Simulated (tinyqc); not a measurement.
Inside a calculation. Method: Pariser-Parr-Pople SCF with singles CI, for the molecule Fc1[cH+]n1 (SMILES; centres numbered as the heavy atoms are written). One step of it, computed by the program tinyqc.

Problem. Iteration 1: orbitals and new P. Diagonalise F (the basis is taken as orthonormal) and form P = 2 sum c c over the lowest orbitals.

F (eV), lower triangle:
```
            1F          2C          3C          4N
1F  -24.969397
2C   -4.364892  -11.429255
3C    0.623090   -3.651393  -10.411243
4N    0.586180   -3.846474   -4.699488  -12.915901
```

pi electrons, sum of z_r less the charge = 4

Give: orbital energies; P after iteration 1.

Solution.

orbital energies (eV): -26.3120  -19.4756  -7.4936  -6.4446

P after iteration 1, lower triangle:
```
         1F      2C      3C      4N
1F   1.8953
2C   0.3841  0.5913
3C  -0.1421  0.5209  0.5991
4N  -0.1754  0.6436  0.7401  0.9143
```
